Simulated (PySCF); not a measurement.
CF₂ (triplet state).
Z-matrix (Å and degrees, GFN2-xTB geometry), rows numbered from 1:
```
F 
C   1  1.3197
F   2  1.3197  1  118.30
```

As a line formula: `F[C]F` [triplet].

Method used: UKS B3LYP, pcH-1 on C F, non-relativistic, mean-field spin-orbit, GIAO in PySCF 2.14.0. Geometry: GFN2-xTB; no solvent, vibrations or thermal averaging. This triplet need not be the ground state; the singlet was not compared here. Couplings are sensitive to structure, and on GFN2-xTB geometries they can be far from those on DFT ones.

Principal values of hyperfine tensors in MHz (contact and dipolar terms together), for some of the nuclei:

| atom | isotope | A1 | A2 | A3 | alike by the symmetry of this geometry |
| --- | --- | --- | --- | --- | --- |
| C2 | 13C | 568.96 | 639.74 | 723.60 | none |
| F1 | 19F | 18.68 | 385.13 | 415.49 | F3 |

(1) Give the isotropic coupling of each nucleus in MHz and in mT (g = 2.0028), and the anisotropic part.

(2) What spin density at the nucleus of C2 lies behind its contact coupling (g_N = 1.40482)?

(3) Name the largest traceless tensor T of the table and describe it.

## Answers

(1) a_iso is a third of the trace, T = A − a_iso, and a(mT) = a(MHz)/(g × 13.996).

```csv
atom,a_iso (MHz),a_iso (mT),T1,T2,T3
C2,644.10,22.977,-75.14,-4.36,79.50
F1,273.10,9.742,-254.42,112.03,142.39
```

(2) a_FC = (2μ0/3) gₑ μB g_N μN ρ(0)/(2S·h) = 800.24 MHz × g_N × ρ(0)/(2S), with ρ in bohr⁻³. With a_FC = 644.10 MHz and 2S = 2, ρ(0) = 1.146 bohr⁻³.

(3) F1: -254.4, 112.0, 142.4 MHz, rhombic: the two smaller values differ by 12 % of the largest.
